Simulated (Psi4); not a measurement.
**[PO2]+ (SMILES O=[P+]=O): a chain of runs, part 1 of 2**

Wanted: a structure relaxation (PBEh-3c/def2-mSVP), then the harmonic vibrations, then a single-point energy (MP2/cc-pVTZ) of [PO2]+. 

The results are computed with Psi4 1.11.

## (1) Starting point

The species is [PO2]+ (3 atoms), meant as a singlet with charge +1. As SMILES, `O=[P+]=O`. Geometry: relaxed at GFN2-xTB. The run starts from this shape.

Bond lengths: O1–P2 1.407 Å, P2–O3 1.408 Å. Angles: O1–P2–O3 179.9°.

## (2) A structure relaxation at PBEh-3c/def2-mSVP (density fitting) (run 1)

o2p.inp

```
memory 1.6 GB

molecule geom {
  1 1
  O      0.792290     1.025900     0.548180
  P      0.000230    -0.000210     0.000340
  O     -0.792520    -1.025690    -0.548520
}

set geom_maxiter 60

optimize("pbeh-3c")
```

Command:

```
$ psi4 -n 1 o2p.inp o2p.out
```

o2p.out:

```text
Psi4 1.11 release

gradient() will perform analytic gradient computation.

   => Loading Basis Set <=

    Name: DEF2-MSVP
    Role: ORBITAL
    Keyword: BASIS

   => PBEH3C: Empirical Dispersion <=

        s6 =       1.000000
        s8 =       0.000000
        a1 =       0.486000
        a2 =       4.500000

         ---------------------------------------------------------
                                   SCF
                              RKS Reference
                        1 Threads,   1525 MiB Core
         ---------------------------------------------------------

  ==> Geometry <==

    Molecular point group: cs
    Full point group: Cs

    Geometry (in Angstrom), charge = 1, multiplicity = 1:

       Center              X                  Y                   Z               Mass
    ------------   -----------------  -----------------  -----------------  -----------------
         O           -0.933131373916     1.053512477720     0.000000000000    15.994914619570
         P           -0.000310596628    -0.000164341214     0.000000000000    30.973761998420
         O            0.933732836709    -1.053194234968     0.000000000000    15.994914619570

  Running in cs symmetry.

  Rotational constants: A = 2371723.91408  B =      0.26603  C =      0.26603 [cm^-1]
  Rotational constants: A = 71102494189.85260  B =   7975.42711  C =   7975.42622 [MHz]
  Nuclear repulsion =  102.269076955648416

  Charge       = 1
  Multiplicity = 1
  Electrons    = 30
  Nalpha       = 15
  Nbeta        = 15

  ==> Algorithm <==

  SCF Algorithm Type is DF.
  DIIS enabled.
  MOM disabled.
  Fractional occupation disabled.
  Guess Type is SAD.
  Energy threshold   = 1.00e-08
  Density threshold  = 1.00e-08
  Integral threshold = 1.00e-12

  ==> Primary Basis <==

  Basis Set: DEF2-MSVP
    Blend: DEF2-MSVP
    Number of shells: 22
    Number of basis functions: 48
    Number of Cartesian functions: 51
    Spherical Harmonics?: true
    Max angular momentum: 2

  ==> DFT Potential <==

   => LibXC <=

    Version 7.1.2

   => Composite Functional: PBEH3C <=

    PBE Hybrid based 3C composite method with a small basis set, gCP and D3(BJ)

    Deriv               =              1
    GGA                 =           TRUE
    Meta                =          FALSE

    Exchange Hybrid     =           TRUE
    MP2 Hybrid          =          FALSE

   => Exchange Functionals <=

    0.5800     XC_GGA_X_PBE

   => Exact (HF) Exchange <=

    0.4200               HF

   => Correlation Functionals <=

    1.0000     XC_GGA_C_PBE

   => LibXC Density Thresholds  <==

    XC_GGA_C_PBE:  1.00E-12
    XC_GGA_X_PBE:  1.00E-15

   => Molecular Quadrature <=

    Radial Scheme          =       TREUTLER
    Pruning Scheme         =           NONE
    Nuclear Scheme         =       TREUTLER

    Blocking Scheme        =         OCTREE
    BS radius alpha        =              1
    Pruning alpha          =              1
    Radial Points          =             75
    Spherical Points       =            302
    Total Points           =          63950
    Total Blocks           =            556
    Max Points             =            252
    Max Functions          =             46
    Weights Tolerance      =       1.00E-15

   => Loading Basis Set <=

    Name: (DEF2-MSVP AUX)
    Role: JKFIT
    Keyword: DF_BASIS_SCF

  ==> Integral Setup <==

  DFHelper Memory: AOs need 0.006 GiB; user supplied 1.042 GiB.
  SCF_SUBTYPE=INCORE selected. In-core MEM_DF algorithm will be used.
  Using in-core AOs.

  ==> MemDFJK: Density-Fitted J/K Matrices <==

    J tasked:                   Yes
    K tasked:                   Yes
    wK tasked:                   No
    Memory [MiB]:              1067
    Algorithm:                 Core
    Schwarz Cutoff:           1E-12
    Mask sparsity (%):       1.0417
    Fitting Condition:        1E-10

   => Auxiliary Basis Set <=

  Basis Set: (DEF2-MSVP AUX)
    Blend: DEF2-UNIVERSAL-JKFIT
    Number of shells: 88
    Number of basis functions: 282
    Number of Cartesian functions: 341
    Spherical Harmonics?: true
    Max angular momentum: 4

  Cached 100.0% of DFT collocation blocks in 0.075 [GiB].

  Minimum eigenvalue in the overlap matrix is 1.9992498542E-02.
  Reciprocal condition number of the overlap matrix is 5.9366010126E-03.
    Using symmetric orthogonalization.

  ==> Pre-Iterations <==

  SCF Guess: Superposition of Atomic Densities via on-the-fly atomic UHF (no occupation information).

   -------------------------
    Irrep   Nso     Nmo
   -------------------------
     A'        35      35
     A"        13      13
   -------------------------
    Total      48      48
   -------------------------

  ==> Iterations <==

                           Total Energy        Delta E     RMS |[F,P]|

   @DF-RKS iter SAD:  -490.83785639557328   -4.90838e+02   0.00000e+00
   @DF-RKS iter   1:  -490.44351368924680    3.94343e-01   1.86895e-02 DIIS/ADIIS
   @DF-RKS iter   2:  -490.02835361037853    4.15160e-01   3.36999e-02 DIIS/ADIIS
   @DF-RKS iter   3:  -490.65044390468603   -6.22090e-01   2.43204e-03 DIIS/ADIIS
   @DF-RKS iter   4:  -490.65344444959840   -3.00054e-03   1.29448e-04 DIIS/ADIIS
   @DF-RKS iter   5:  -490.65345634731102   -1.18977e-05   4.36051e-05 DIIS
   @DF-RKS iter   6:  -490.65345638117873   -3.38677e-08   4.64190e-05 DIIS
   @DF-RKS iter   7:  -490.65345759969478   -1.21852e-06   4.89275e-06 DIIS
   @DF-RKS iter   8:  -490.65345762281635   -2.31216e-08   7.03739e-07 DIIS
   @DF-RKS iter   9:  -490.65345762370288   -8.86530e-10   6.73892e-08 DIIS
   @DF-RKS iter  10:  -490.65345762370708   -4.20641e-12   6.19747e-09 DIIS
  Energy and wave function converged.

[... 24 lines left out ...]
    Final Occupation by Irrep:
[... 9 lines left out ...]
    Nuclear Repulsion Energy =            102.2690769556484156
[... 1 line left out ...]
    Two-Electron Energy =                 300.7880736964462471
[... 1 line left out ...]
    Empirical Dispersion Energy =           0.0011182490403733
[... 1 line left out ...]
    Total Energy =                       -490.6534576237070837
[... 15 lines left out ...]
 Dipole Y            :         -0.0008419            0.0001527           -0.0006892
[... 72 lines left out ...]
    Weights Tolerance      =       1.00E-15
[... 43 lines left out ...]
	Measures of convergence in internal coordinates in au.
[... 6 lines left out ...]
	  Convergence Criteria     1.00e-06 *    3.00e-04 *             o    1.20e-03 *             o~
[... 121 lines left out ...]
                           Total Energy        Delta E     RMS |[F,P]|
[... 2 lines left out ...]
   @DF-RKS iter   1:  -490.65532424461600   -6.38372e-02   4.44784e-04 DIIS/ADIIS
[... 1 line left out ...]
   @DF-RKS iter   3:  -490.65545280601503   -1.25694e-04   1.66185e-04 DIIS/ADIIS
[... 1 line left out ...]
   @DF-RKS iter   5:  -490.65546653039615   -1.18117e-07   9.91623e-06 DIIS
[... 1 line left out ...]
   @DF-RKS iter   7:  -490.65546659110311   -1.11879e-08   2.62187e-07 DIIS
[... 1 line left out ...]
   @DF-RKS iter   9:  -490.65546659114432   -1.13687e-13   8.37491e-10 DIIS
[... 7 lines left out ...]
    Final Occupation by Irrep:
[... 9 lines left out ...]
    Nuclear Repulsion Energy =            100.8458417582292981
[... 1 line left out ...]
    Two-Electron Energy =                 299.3953670013191868
[... 1 line left out ...]
    Empirical Dispersion Energy =           0.0011012840042462
[... 1 line left out ...]
    Total Energy =                       -490.6554665911443180
[... 15 lines left out ...]
 Dipole Y            :         -0.0004890            0.0000938           -0.0003952
[... 41 lines left out ...]
    Weights Tolerance      =       1.00E-15
[... 43 lines left out ...]
	Measures of convergence in internal coordinates in au.
[... 6 lines left out ...]
	  Convergence Criteria     1.00e-06 *    3.00e-04 *             o    1.20e-03 *             o
[... 94 lines left out ...]
                           Total Energy        Delta E     RMS |[F,P]|
[... 2 lines left out ...]
   @DF-RKS iter   1:  -490.12721997494458   -4.98291e+00   3.08208e-02 DIIS/ADIIS
[... 1 line left out ...]
   @DF-RKS iter   3:  -490.61294143449976   -6.30296e-01   8.33941e-03 DIIS/ADIIS
[... 1 line left out ...]
   @DF-RKS iter   5:  -490.65556250973327   -6.87708e-04   1.02232e-04 DIIS/ADIIS
[... 1 line left out ...]
   @DF-RKS iter   7:  -490.65557901518014   -6.86373e-07   5.20973e-05 DIIS
[... 1 line left out ...]
   @DF-RKS iter   9:  -490.65558099626742   -1.00499e-07   1.46983e-06 DIIS
[... 1 line left out ...]
   @DF-RKS iter  11:  -490.65558100297199   -1.38698e-10   3.47148e-08 DIIS
[... 1 line left out ...]
  Energy and wave function converged.
[... 12 lines left out ...]
  @DF-RKS Final Energy:  -490.65558100297250
[... 4 lines left out ...]
    One-Electron Energy =                -866.9010130507366512
[... 1 line left out ...]
    DFT Exchange-Correlation Energy =     -23.2016984915765256
[... 1 line left out ...]
    VV10 Nonlocal Energy =                  0.0000000000000000
[... 15 lines left out ...]
 Dipole X            :         -0.0003363            0.0000671           -0.0002692
[... 1 line left out ...]
 Dipole Z            :          0.0000149           -0.0000037            0.0000111
[... 82 lines left out ...]
	                                 ==> Convergence Check <==
[... 6 lines left out ...]
	   Step    Total Energy     Delta E     Max Force     RMS Force      Max Disp      RMS Disp
[... 65 lines left out ...]
    Weights Tolerance      =       1.00E-15
[... 21 lines left out ...]
   @DF-RKS iter   0:  -490.65416194703892   -4.90654e+02   5.85498e-05
[... 1 line left out ...]
   @DF-RKS iter   2:  -490.65558161587558    1.98526e-09   1.14183e-05 DIIS
[... 1 line left out ...]
   @DF-RKS iter   4:  -490.65558169277443   -7.13715e-09   3.00632e-07 DIIS
[... 1 line left out ...]
   @DF-RKS iter   6:  -490.65558169288283   -1.18177e-10   5.03777e-08 DIIS
[... 1 line left out ...]
  Energy and wave function converged.
[... 1 line left out ...]
  ==> Post-Iterations <==

   Electrons on quadrature grid:
      Ntotal   =   30.0000037337 ; deviation = 3.734e-06

    Orbital Energies [Eh]
    ---------------------

    Doubly Occupied:

       1Ap   -78.249775     2Ap   -19.903695     3Ap   -19.903519
       4Ap    -7.313595     1App   -5.405809     5Ap    -5.405809
       6Ap    -5.403079     7Ap    -1.524606     8Ap    -1.479840
       9Ap    -0.931508    10Ap    -0.830626    11Ap    -0.826019
       2App   -0.826019     3App   -0.755433    12Ap    -0.755433

    Virtual:

      13Ap    -0.432626     4App   -0.334830    14Ap    -0.334830
      15Ap     0.021251    16Ap     0.034202    17Ap     0.193108
       5App    0.193108    18Ap     0.243279     6App    0.243279
[... 7 lines of this table left out ...]
      33Ap     2.534458    34Ap    24.894283    35Ap    25.277160

    Final Occupation by Irrep:
             Ap   App
    DOCC [    12,    3 ]
    NA   [    12,    3 ]
    NB   [    12,    3 ]

  @DF-RKS Final Energy:  -490.65558169288562

   => Energetics <=

    Nuclear Repulsion Energy =            100.4124297424207271
    One-Electron Energy =                -866.8392196428422949
    Two-Electron Energy =                 298.9713467882950226
    DFT Exchange-Correlation Energy =     -23.2012359882606347
    Empirical Dispersion Energy =           0.0010974075015827
    VV10 Nonlocal Energy =                  0.0000000000000000
    Total Energy =                       -490.6555816928856188

Computation Completed

Properties will be evaluated at   0.000000,   0.000000,   0.000000 [a0]

Properties computed using the SCF density matrix

 Multipole Moments:

 ------------------------------------------------------------------------------------
     Multipole            Electronic (a.u.)      Nuclear  (a.u.)        Total (a.u.)
 ------------------------------------------------------------------------------------

 L = 1.  Multiply by 2.5417464519 to convert [e a0] to [Debye]
 Dipole X            :         -0.0001704            0.0000340           -0.0001364
 Dipole Y            :          0.0000000            0.0000000            0.0000000
 Dipole Z            :          0.0000036           -0.0000009            0.0000027
 Magnitude           :                                                    0.0001364

 ------------------------------------------------------------------------------------

	total time  =          1 seconds =       0.02 minutes

         ------------------------------------------------------------
                                   SCF GRAD
         ------------------------------------------------------------

  ==> Geometry <==

    Molecular point group: cs
    Full point group: C1v

    Geometry (in Angstrom), charge = 1, multiplicity = 1:

       Center              X                  Y                   Z               Mass
    ------------   -----------------  -----------------  -----------------  -----------------
         O           -0.000036585958     0.000000000000     1.433449093282    15.994914619570
         P           -0.000036585958     0.000000000000     0.000000972938    30.973761998420
         O            0.000107433773     0.000000000000    -1.433450977353    15.994914619570

  Nuclear repulsion =  100.412429742420727

   => Molecular Quadrature <=

    Radial Scheme          =       TREUTLER
    Pruning Scheme         =           NONE
    Nuclear Scheme         =       TREUTLER

    Blocking Scheme        =         OCTREE
    BS radius alpha        =              1
    Pruning alpha          =              1
    Radial Points          =             75
    Spherical Points       =            302
    Total Points           =          63950
    Total Blocks           =            554
    Max Points             =            256
    Max Functions          =             46
    Weights Tolerance      =       1.00E-15

  -Total Gradient:
     Atom            X                  Y                   Z
    ------   -----------------  -----------------  -----------------
       1        0.000004263469     0.000000000000    -0.000063410334
       2       -0.000008500997     0.000000000000     0.000005938876
       3        0.000004258556     0.000000000000     0.000057471772

	total time  =          1 seconds =       0.02 minutes

    			-----------------------------------------

    			 OPTKING 3.0: for geometry optimizations

    			        with contributions from

    			-----------------------------------------

	                            ===> Fragment 1 <==

	 Z (Atomic Numbers)          Masses                          Geom
	       8.000000            15.994915         -0.00006914  0.00000000  2.70882620
	      15.000000            30.973762         -0.00006914  0.00000000  0.00000184
	       8.000000            15.994915          0.00020302  0.00000000 -2.70882976

	 - Coordinate -           - BOHR/RAD -       - ANG/DEG -
	 R(1,2)           =         2.708824           1.433448
	 R(2,3)           =         2.708832           1.433452
	 L(1,2,3)         =         3.141492         179.994243
	 l(1,2,3)         =         3.141593         180.000000

	        --- Internal Coordinate Step in ANG or DEG, aJ/ANG or AJ/DEG ---
	-------------------------------------------------------------------------------
	           Coordinate      Previous         Force          Change          New
	           ----------      --------        ------          ------        ------
	               R(1,2)       1.43345        0.00052        0.00004       1.43349
	               R(2,3)       1.43345        0.00047        0.00003       1.43349
	             L(1,2,3)     179.99424        0.00000        0.00268     179.99692
	             l(1,2,3)     180.00000        0.00000        0.00000     180.00000
	-------------------------------------------------------------------------------

	                                 ==> Convergence Check <==

	Measures of convergence in internal coordinates in au.

	Criteria marked as inactive (o), active & met (*), and active & unmet ( ).

	----------------------------------------------------------------------------------------------
	   Step    Total Energy     Delta E     Max Force     RMS Force      Max Disp      RMS Disp
	----------------------------------------------------------------------------------------------
	  Convergence Criteria     1.00e-06 *    3.00e-04 *             o    1.20e-03 *             o
	----------------------------------------------------------------------------------------------
	     4    -490.65558169   -6.90e-07 *    6.34e-05 *    4.32e-05 o    6.98e-05 *    5.30e-05 o  ~
	----------------------------------------------------------------------------------------------

Next Geometry in Ang
	Fragment 1 (Ang)

	    O  -0.0000477622   0.0000000000   1.4334851136
	    P  -0.0000142369   0.0000000000   0.0000000570
	    O   0.0000962610   0.0000000000  -1.4334860818

    Final optimized geometry and variables:
    Molecular point group: cs
    Full point group: C1v

    Geometry (in Angstrom), charge = 1, multiplicity = 1:

    O           -0.000036585958     0.000000000000     1.433449093282
    P           -0.000036585958     0.000000000000     0.000000972938
    O            0.000107433773     0.000000000000    -1.433450977353

    Psi4 run time: 0:00:09.01

[set-up sections that repeat, and orbital energies of the middle runs, are left out above]
```

On the terminal:

```text
Optimizer: Optimization complete!
```

Run time: 10 s. Hardware: 1 thread of AMD EPYC 7B13 (Zen 3), shared host; peak memory 0.31 GiB.

Step by step:

```tsv
step	energy from the first frame kept (eV)	largest force (eV/Å)
0	0.0000	2.2949
1	-0.0547	0.5130
2	-0.0578	0.0400
3	-0.0578	0.0033
```

After the run. Bond lengths: O1–P2 1.433 Å, P2–O3 1.433 Å. Angles: O1–P2–O3 180.0°.

(Continued in part 2 of 2.)
